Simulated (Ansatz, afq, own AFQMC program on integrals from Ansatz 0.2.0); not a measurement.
**Se, triplet → Se⁻, quartet**

A free Se atom.

E(quartet, charge -1) − E(triplet, charge +0) at this geometry, on UHF and UHF determinants.

Basis aug-cc-pVTZ. Noble-gas cores (and the filled d shells of Ga–Kr and In–Xe) are frozen. AFQMC by an in-house program on the Cholesky factors that Ansatz 0.2.0 writes for its CCSD(T) run. ph-AFQMC/CISD is guided by a CISD state made of CCSD amplitudes; releasing the constraint for a short imaginary time cuts its bias at the price of noise, slowly where states lie close. ± is one standard error of the sampling. No spin–orbit coupling. The errors of all members are added in quadrature.

No full CI on the walks' own integrals is used here; CCSDT(Q) serves as the reference and is uncertain by about the last step of the cluster series. Each member takes its own surest rung, up to full CI.

Errors are counted within aug-cc-pVTZ, not against nature.

Cautions: inner d shell frozen; no relativity below Rb; no spin-orbit coupling; Se⁻ (quartet): another spin lies lower, at this level and basis the anion state lies above a neutral one, the search met a lower determinant of the same kind, perhaps of another symmetry (9 meV lower), and this one is a saddle point; at this level and basis the anion state lies above a neutral one.

Reference (CCSDT(Q)): 36.6 kcal/mol.

| level | vertical energy of electron attachment (kcal/mol) | error against CCSDT(Q) (kcal/mol) |
| --- | --- | --- |
| HF | 46.0 | 9.4 |
| MP2 | 37.8 | 1.2 |
| CCSD | 37.7 | 1.1 |
| CCSD(T) | 36.7 | 0.2 |
| CCSDT | 36.6 | 0.1 |
| ph-AFQMC/CISD | 36.8 ± 0.06 | 0.2 ± 0.06 |
| released AFQMC | 36.6 ± 0.03 | 0.0 ± 0.03 |

Correlation beyond CCSD(T) takes off 0.2 kcal/mol. The perturbative (T) step is worth −0.9 kcal/mol.

A walk keeps the symmetry of its determinant, which the program's search chose and which needn't be the lowest solution, so a lower state of the same spin and another symmetry isn't excluded. Released energies are given only where the last usable release times agree within the noise; a slower fall can still hide under it.
